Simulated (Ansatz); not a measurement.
Cost and result for the atomization energy of C$_{2}$H$_{6}$N$_{2}$O (`N=C(O)CN`) (11 atoms, 10 bonds).

```xyz
11

N     0.144   -1.476    1.243
C    -0.016   -0.771    0.208
O     0.312   -1.273   -0.997
C    -0.553    0.634    0.093
N     0.266    1.563   -0.659
H    -0.137   -0.971    2.078
H     0.646   -2.166   -0.836
H    -0.713    1.026    1.100
H    -1.537    0.576   -0.385
H     1.186    1.639   -0.242
H     0.400    1.219   -1.602
```

The species carries charge 0 and has multiplicity 1. All single points use the PBE0-D4/def2-TZVP geometry. It is one conformer, not always the lowest. Program: Ansatz. All runs use 4 threads of an Intel Xeon 6975P-C on a shared host. Times are those of one run each, without the atoms' runs, and a repeat can differ threefold. Electronic energies, without spin–orbit coupling; frozen cores. CCSD(T)/CBS adds CCSD(T) − MP2 in def2-TZVPP to the MP2 limit, and its time is that of the two runs behind it. T1 = 0.012. B3LYP takes the VWN-RPA correlation (the form of Gaussian; ORCA's B3LYP/G).

CCSD(T)/CBS is a level of theory with its own doubt, some kJ/mol a heavy atom from the limit and from the frozen cores, so smaller differences don't rank the functionals.

| level | functions | wall time |
| --- | --- | --- |
| revPBE-D4/def2-TZVPP | 239 | 1.3 s |
| r2SCAN-D4/def2-TZVPP (with forces) | 239 | 1.9 s |
| CCSD(T)/def2-SVP | 100 | 2.6 s |
| r2SCANh-D4/def2-TZVPP | 239 | 2.7 s |
| B3LYP-D4/def2-TZVPP (with forces) | 239 | 2.8 s |
| PBE-QIDH/def2-TZVPP | 239 | 3.1 s |
| B2PLYP/def2-TZVPP | 239 | 3.7 s |
| B97M-V/def2-TZVPP | 239 | 3.8 s |
| ωB97X-V/def2-TZVPP | 239 | 4.4 s |
| ωB97M-V/def2-TZVPP (with forces) | 239 | 6 s |
| MP2/def2-QZVPP | 465 | 11 s |
| CCSD(T)/def2-TZVPP | 239 | 31 s |
| CCSD(T)/CBS(def2) | – | 42 s |

(1) What atomization energy does each give, and how far from CCSD(T)/CBS? (Estimate.)

## Answers

(1) Computed: 
| level | atomization (kcal/mol) | difference from CCSD(T)/CBS | per bond |
| --- | --- | --- | --- |
| revPBE-D4/def2-TZVPP | 1028.6 | 7.3 | 0.7 |
| r2SCAN-D4/def2-TZVPP (with forces) | 1021.1 | -0.2 | 0.0 |
| CCSD(T)/def2-SVP | 958.9 | -62.4 | -6.2 |
| r2SCANh-D4/def2-TZVPP | 1011.7 | -9.6 | -1.0 |
| B3LYP-D4/def2-TZVPP (with forces) | 1026.5 | 5.2 | 0.5 |
| PBE-QIDH/def2-TZVPP | 1011.6 | -9.7 | -1.0 |
| B2PLYP/def2-TZVPP | 1013.4 | -7.9 | -0.8 |
| B97M-V/def2-TZVPP | 1021.1 | -0.2 | 0.0 |
| ωB97X-V/def2-TZVPP | 1026.5 | 5.2 | 0.5 |
| ωB97M-V/def2-TZVPP (with forces) | 1028.1 | 6.8 | 0.7 |
| MP2/def2-QZVPP | 1029.0 | 7.7 | 0.8 |
| CCSD(T)/def2-TZVPP | 989.5 | -31.8 | -3.2 |
| CCSD(T)/CBS(def2) | 1021.3 | 0.0 | 0.0 |

At CCSD(T), def2-SVP lies −62.4 kcal/mol from the extrapolated value and def2-TZVPP −31.8 kcal/mol: correlation converges slowly with the basis, and small sets miss more of it in the bonded molecule than in its fragments. The D4 term adds +6.8 kcal/mol with B3LYP and +3.5 kcal/mol with PBE0; it sums over pairs of atoms, weighted by their polarisabilities, and B3LYP, whose exchange is more repulsive, gets the larger term. From PBE to PBE0 (25 % exact exchange), in def2-TZVPP and without D4, the atomization energy moves by −30.7 kcal/mol: exact exchange takes away binding that semilocal exchange gives to molecules.
